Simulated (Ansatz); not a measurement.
Relative stability

The two ends of one reaction step of AlH3ClF, closed shell (PBE0-D4/def2-TZVP).

A:

```
6
angstrom
Al -0.5923 0.1039 -0.3271
Cl 1.2684 1.1692 -0.7264
H -0.9233 -1.0472 -1.3481
H -1.6300 0.8987 0.5496
H 1.3148 -0.2966 0.7937
F 0.5624 -0.8279 1.0583
```

B:

```xyz
6
angstrom
Al -0.7775 -0.2460 -0.0372
Cl 1.4367 1.0575 -0.5492
H -0.9757 -1.0003 -1.4093
H -1.6802 0.9395 0.4828
H 1.8509 0.2848 0.3971
F 0.1459 -1.0354 1.1159
```

Program: Ansatz 0.2.0. Basis: def2-TZVPP. Cores are frozen in the correlated methods. B3LYP uses VWN-RPA correlation.

(1) Which structure is lower at CCSD(T), and by how much? (Judge from chemistry; the value comes from the calculation.)

(2) Do the other methods give the same order? (A judgement: the text doesn't fix the answer.)

The T1 diagnostic stays at or below 0.010.

Answers

(1) Computed: B, by 1.5 kJ/mol (electronic energy, against the other); a gap this small isn't resolved in one triple-zeta basis. By their contacts, A is AlH₃ClF ([FH][AlH2][Cl]) and B is AlH₃ClF ([F][AlH2][ClH]).

(2) By the calculation: Not all: SPW92, PBE-D4, r2SCAN-D4, PBE0-D4, r2SCAN0-D4, wB97M-V, PBE-QIDH, MP2 give the other order.

| method | E(B) − E(A) (kJ/mol) |
| --- | --- |
| SPW92 | 13.5 |
| PBE-D4 | 4.5 |
| BLYP-D4 | -5.3 |
| r2SCAN-D4 | 3.7 |
| B97M-V | -1.2 |
| PBE0-D4 | 6.2 |
| B3LYP-D4 | -3.0 |
| r2SCAN0-D4 | 5.2 |
| BHLYP-D4 | -1.9 |
| CAM-B3LYP-D4 | -2.8 |
| wB97X-V | -0.1 |
| wB97M-V | 1.5 |
| B2PLYP | -2.3 |
| PBE-QIDH | 5.4 |
| RPA on PBE | -6.8 |
| HF | -5.8 |
| MP2 | 1.2 |
| CCSD | -3.2 |
| CCSD(T) | -1.5 |

Labels in which every atom is bracketed show which atoms are joined, not bond orders.

For scale, one of the runs: CCSD(T)/def2-TZVPP, 157 basis functions, launched by `ansatz run in.yaml --threads 2 --pin off --events-out ev --progress --plain --max-ram 4352MiB`. Time: 11 s of wall clock on 2 CPU threads of an Intel Xeon Platinum 8488C; the host was shared. Peak host memory: 1.1 GiB.
